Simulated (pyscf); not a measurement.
This saddle point was located with ωB97X-D3(BJ)/def2-SVP in PySCF.

```xyz
10

B     -1.3029    -0.4316    -0.1567
N     -1.6366     1.0016     0.4989
H     -1.1423    -1.2929     0.6950
H     -2.0837    -0.7121    -1.0539
H     -1.6809     1.0379     1.5153
H     -2.4347     1.5032     0.1146
N      0.1015     0.1064    -0.7340
H     -0.4794     1.0844    -0.0964
H      0.9438    -0.3139    -0.3467
H      0.1898     0.1515    -1.7472
```
Charge 0, spin multiplicity 1.

Surface: singlet, charge 0. Lowest wavenumbers (cm⁻¹): 1461i, 266, 538, 648, 682.

### Question
Name the species on either side of this saddle.

### Answer
H₂B–NH₂ + ammonia (NH₃) ⇌ H₂B–NH₂ + ammonia (NH₃), a four-centre exchange read from left to right: B–N, H–N broken and B–N, H–N formed. At CCSD(T)/def2-TZVPP + ΔMP2(QZVPP) it lies +15.2 kcal/mol from the left side and +15.2 kcal/mol from the right (each side as separated species at their lowest minima found). On the reactant side the descent ends in an adduct with a B–N contact, 4.3 kcal/mol under the separated species and 17.6 kcal/mol under the saddle at ωB97X-D3(BJ)/def2-TZVP. On the product side the descent ends in an adduct with a B–N contact, 4.3 kcal/mol under the separated species and 17.6 kcal/mol under the saddle at ωB97X-D3(BJ)/def2-TZVP. What is counted as formed (B–N) is already present as a longer contact in the reactant adduct; forming that adduct is a step of its own. What is counted as broken (B–N) persists as a longer contact in the product adduct; parting that adduct is a step of its own. This is the saddle that the search found; another between the same sides may lie lower. The CCSD(T) − MP2 part came from Ansatz, without density fitting, on the same reference.
